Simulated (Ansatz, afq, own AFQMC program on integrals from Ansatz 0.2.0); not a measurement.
# Atomization energy of AlSiH$_{2}$, quartet

```yaml
atoms:
  - { symbol: Si, position_ang: [0.0000, 0.0000, 1.2493] }
  - { symbol: Al, position_ang: [0.0000, 0.0000, -1.1594] }
  - { symbol: H, position_ang: [0.0000, 1.4055, -1.8880] }
  - { symbol: H, position_ang: [0.0000, -1.4055, -1.8880] }
```

Connectivity, by distances: Si–AlH2.

Atoms in their ground-state spins without spin–orbit coupling (mostly on UHF) minus the molecule (UHF), without zero-point energy. The geometry is a stationary point, not shown to be a minimum.

Basis cc-pVDZ. Noble-gas cores (and the filled d shells of Ga–Kr and In–Xe) are frozen. Ansatz 0.2.0 and our own AFQMC program on the same integrals; the CISD trial comes from CCSD amplitudes, and released means the phaseless constraint is let go. Free AFQMC starts from the CCSD state and is never constrained. Its projection time is finite, and what remains of the start isn't in its error. Uncertainties: one standard error, sampling alone. The errors of all members are added in quadrature.

No full CI on the walks' own integrals is used here; CCSDT(Q) serves as the reference and is uncertain by about the last step of the cluster series. Each member takes its own surest rung, up to full CI.

Errors are counted within cc-pVDZ, not against nature.

Cautions: AlSiH₂ (quartet): lower spins were not checked, the ph-AFQMC/CISD walk drifts between its halves (2.3 errors).

Reference (CCSDT(Q)): 653.2 kJ/mol.

| level | atomization energy (kJ/mol) | error against CCSDT(Q) (kJ/mol) |
| --- | --- | --- |
| HF | 543.8 | -109.4 |
| MP2 | 649.0 | -4.2 |
| CCSD | 645.3 | -7.8 |
| CCSD(T) | 651.6 | -1.6 |
| ph-AFQMC/HF | 669.4 ± 3.5 | 16.2 ± 3.5 |
| ph-AFQMC/CISD | 655.2 ± 0.9 | 2.0 ± 0.9 |
| released AFQMC | 655.5 ± 0.9 | 2.3 ± 0.9 |
| free AFQMC | 652.9 ± 1.0 | -0.3 ± 1.0 |

Correlation beyond CCSD(T) adds 1.6 kJ/mol. The perturbative (T) step is worth +6.2 kJ/mol.

Free projections are given only where their last times agree within the noise and don't stop above the reference; a slow remainder of the start can still hide under it. A walk keeps the symmetry of its determinant, which the program's search chose and which needn't be the lowest solution, so a lower state of the same spin and another symmetry isn't excluded. Released energies are given only where the last usable release times agree within the noise; a slower fall can still hide under it.
